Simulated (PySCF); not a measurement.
# Diatomics of Li with the third period

PBE0 with double-zeta basis sets in PySCF, for the lowest determinant that a PBE0 search found; no spin–orbit coupling. De refers to high-spin ground-configuration atoms. A positive dipole means M(−)Li(+).

```tsv
M	basis	state (unpaired electrons)	Re (Å)	ωe (cm⁻¹)	De (eV)	μ (D)
Na	jorge-DZP-DKH	singlet (closed shell)	2.917	253	0.74	-0.38
Mg	def2-SVP	doublet (σ ↑)	3.109	198	0.29	1.13
Si	x2c-SVPall	quartet (σ ↑, π ↑↑)	2.360	453	1.78	6.07
P	def2-SVPD	triplet (π ↑↑)	2.327	497	1.81	6.57
S	aug-cc-pVDZ/aug-cc-pV(D+d)Z	doublet (π ↑)	2.176	568	3.09	7.06
```

The shortest bond is that of LiS (2.176 Å), the longest that of LiMg (3.109 Å). LiS is bound most strongly (3.09 eV) and LiMg least (0.29 eV).

The rows differ in basis set, which adds steps of its own.

The state changes along the series, so neighbouring rows are not always alike in their bonding.

Closed-shell solutions of metal pairs were not tested for spin polarisation, which can lower them a little. Weak bonds: LiMg. Basis-set superposition, not corrected here, can be much of De in a small basis, most of all at correlated wavefunction levels. Functionals without a dispersion term scatter widely for such bonds, and LDA overbinds them. States were picked by a PBE0 search and need not be the measured ground states.
